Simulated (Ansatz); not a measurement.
Cartesian coordinates (Å):
```xyz
7

C      1.3049    -0.0727    -0.1001
C      0.0000     0.0000     0.0001
C     -1.3049     0.0727     0.1002
H      1.8672     0.6696    -0.6692
H      1.8623    -0.8772     0.3826
H     -1.9334    -0.7969    -0.0993
H     -1.7960     1.0045     0.3857
```
Charge +1, spin multiplicity 2.

Method: frozen-core CCSD(T)/cc-pVTZ // B3LYP-D3(BJ)/def2-TZVP run with Ansatz (a quantum-chemistry and plane-wave program).

```json
{
  "HF energy": "-115.60119 Ha",
  "MP2 correlation energy": "-0.41591 Ha"
}
```

Estimate the CCSD correlation energy, the (T) correction, the total energy and the T1 diagnostic.


- CCSD correlation energy = -0.45613 Ha
- (T) correction = -0.02093 Ha
- CCSD(T) total energy = -116.07825 Ha
- T1 diagnostic = 0.031
